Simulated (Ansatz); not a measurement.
The input, for Ansatz 0.2.0:

```yaml
crystal:
  periodic: [false, false, false]
  atoms:
    - {symbol: B, position_ang: [0.000000, -0.010424, 1.477871]}
    - {symbol: Al, position_ang: [0.000000, -0.010424, -0.762580]}
    - {symbol: H, position_ang: [0.000000, 1.406238, 2.417589]}
    - {symbol: H, position_ang: [0.000000, -1.015404, 2.144507]}
basis:
  gaussian: {orbitals: def2-mTZVP}
magnetization: {spin_polarized: true, initial_magnetization: 0}
correlation: {method: bccd_t, electrons: outside_noble_gas}
scf: {omitted_lower_state_checks: [cluster_reference]}
```

```sh
$ ansatz run in.yaml --threads 1 --pin off --events-out ev --progress --plain --max-ram 1536MiB
```

Log:

```
these checks for a lower state are left out or cut short: cluster_reference
439 factors; integrals over basis functions are off by at most 1.0e-3 eV
mean field evaluation 1: about -7281.6979 eV, gradient 7.7e0 eV
mean field evaluation 2: about -7281.6971 eV, gradient 7.7e0 eV
mean field evaluation 4: about -7282.6428 eV, gradient 7.7e-1 eV
mean field evaluation 8: about -7282.6541 eV, gradient 1.1e-3 eV
mean field evaluation 16: about -7282.7534 eV, gradient 1.8e-1 eV
mean field evaluation 32: about -7282.6541 eV, gradient 1.6e-5 eV
mean field evaluation 64: about -7281.8745 eV, gradient 1.6e-1 eV
mean field -7282.75735761 eV, -267.6363964619 hartree, gradient 2.8e-6 eV, S^2 0.508446; 12 other end points of the search recorded, 0 dependent functions left out
6 core orbitals not correlated: weight in the atoms' cores, before any rotation towards them, 1.000 or more for the frozen orbitals, at most 0.000 for the correlated occupied ones
reference -7282.75735761 eV, -267.6363964619 hartree; 4, 4 occupied and 37, 37 virtual orbitals, 439 factors
second order -2.78630889 eV of doubles, -0.00000000 eV of singles
cycle   1  -3.36332320 eV  change   -5.8e-1 eV  update   8.6e-2
cycle   2  -3.68382962 eV  change   -3.2e-1 eV  update   4.8e-2
cycle   3  -3.76149863 eV  change   -7.8e-2 eV  update   3.2e-2
cycle   4  -3.79879368 eV  change   -3.7e-2 eV  update   2.6e-2
cycle   5  -3.85181333 eV  change   -5.3e-2 eV  update   2.0e-2
cycle   6  -3.84922588 eV  change    2.6e-3 eV  update   1.5e-2
cycle   7  -3.87848478 eV  change   -2.9e-2 eV  update   1.2e-2
cycle   8  -3.88720640 eV  change   -8.7e-3 eV  update   8.9e-3
cycle   9  -3.87279886 eV  change    1.4e-2 eV  update   5.8e-3
cycle  10  -3.88102589 eV  change   -8.2e-3 eV  update   3.3e-3
cycle  11  -3.86867919 eV  change    1.2e-2 eV  update   2.1e-3
cycle  12  -3.87455711 eV  change   -5.9e-3 eV  update   9.3e-4
cycle  13  -3.87340313 eV  change    1.2e-3 eV  update   6.8e-4
cycle  14  -3.87097665 eV  change    2.4e-3 eV  update   4.0e-4
cycle  15  -3.87108787 eV  change   -1.1e-4 eV  update   1.6e-4
cycle  16  -3.87089563 eV  change    1.9e-4 eV  update   1.0e-4
cycle  17  -3.87083336 eV  change    6.2e-5 eV  update   3.8e-5
cycle  18  -3.87081255 eV  change    2.1e-5 eV  update   1.3e-5
cycle  19  -3.87080217 eV  change    1.0e-5 eV  update   6.1e-6
cycle  20  -3.87079910 eV  change    3.1e-6 eV  update   3.6e-6
cycle  21  -3.87079888 eV  change    2.2e-7 eV  update   2.6e-6
perturbative correction -0.12449586 eV, -0.0045751385 hartree
Total energy: -7286.75265235 eV, -267.7832208354 hartree
Checks for a lower state left out: cluster_reference
```

Ran on 1 thread of Intel Xeon, shared host: 2.9 s wall, 0.16 GiB peak host memory.
